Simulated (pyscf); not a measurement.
Thermochemistry of product channels of H₃C–Al(OH)–OH + O atom (O) [triplet] on the triplet surface, in kJ/mol, from CCSD(T)/def2-TZVPP + ΔMP2(QZVPP) energies (ideal gas, 1 atm, RRHO with modes under 100 cm⁻¹ raised to 100, one conformer, R ln 2 for chiral ones without a mode under 150 cm⁻¹). Single points on ωB97X-D3(BJ)/def2-SVP structures (PySCF, gas phase). MP2 and CC: frozen core, UHF for open shells. ΔMP2 is the change of the MP2 total energy from the triple- to the quadruple-zeta basis.

| products | ΔE | ΔH(298 K) | ΔG(900 K) | ΔG(1200 K) |
|---|---|---|---|---|
| •H₂C–Al(OH)–OH + hydroxyl (OH•) | [?] | -10.0 | -30.3 | -37.2 |
| •O–Al(OH)–OH + methyl (CH₃•) | -91.1 | -100.2 | -126.1 | -133.2 |

Task: Fill in the missing entries.

Result: 
- •H₂C–Al(OH)–OH + hydroxyl (OH•), ΔE: -0.4

These are energies of the channels, which say nothing of barriers. The CCSD(T) − MP2 part came from Ansatz, without density fitting, on the same reference. Left out: orbital degeneracy and the spin-orbit lowering of OH, O.
